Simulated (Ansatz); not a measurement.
The parent structure is ZrC in the rock salt structure (space group Fm-3m, No. 225).

```xyz
2
Lattice="0.0000 2.3544 2.3544 2.3544 0.0000 2.3544 2.3544 2.3544 0.0000" Properties=species:S:1:pos:R:3 pbc="T T T"
Zr     0.0000     0.0000     0.0000
C      2.3544     2.3544     2.3544
```

Calculations: PBE (Ansatz, a quantum-chemistry and plane-wave program, PAW, without spin-orbit coupling).

It is then changed as follows: Nb takes the place of Zr on all its sites, then cell and atoms are relaxed.

Measured lattice parameter a: ZrC 4.696 Å (temperature not stated; as listed in Guo-Xu Zhang et al., New Journal of Physics (2018)); NbC 4.47 Å (temperature not stated; as listed in Guo-Xu Zhang et al., New Journal of Physics (2018)).

### Question
How well does PBE reproduce the measured shift?

### Answer
With PBE the lattice parameter a moves by -0.224 Å (4.709 → 4.485) against -0.226 Å measured.

No phonon test of stability was made. All final runs are without spin polarisation. An odd electron count without spin: NbC.
